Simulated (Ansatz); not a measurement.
Reaction (SMILES): P#P (P2) + 3 [H][H] (H2) → 2 P (PH3)
B3LYP-D3(BJ)/def2-TZVP geometries, fixed; electronic energies without zero-point terms.

Core correlation in the energy of full hydrogenation at CCSD(T) with Ansatz (a first-principles code), in kcal/mol: frozen core against 1s of Al to Cl frozen alone. Core-valence sets carry the plain set on hydrogen. A restricted Hartree-Fock determinant is unstable towards unrestricted orbitals. Costs are rough ratios of core time on shared machines of one kind.

| basis | functions, most | frozen core |
|---|---|---|
| cc-pV(D+d)Z | 46 | -40.48 |
| cc-pCVDZ | 54 | -38.54 |
| cc-pV(T+d)Z | 81 | -39.37 |
| cc-pCVTZ | 118 | -39.30 |
| cc-pwCVTZ | 118 | -39.80 |
| cc-pV(Q+d)Z | 154 | -39.86 |

Question: How large is the core term in each set?

Answer: The largest core-valence set, cc-pwCVTZ, gives a core term of 0.15 kcal/mol; the valence set cc-pV(Q+d)Z, which lacks functions for the core, gives -1.08. By row: cc-pV(D+d)Z -1.20, cc-pCVDZ -0.53, cc-pV(T+d)Z -2.43, cc-pCVTZ -0.05, cc-pwCVTZ 0.15, cc-pV(Q+d)Z -1.08.
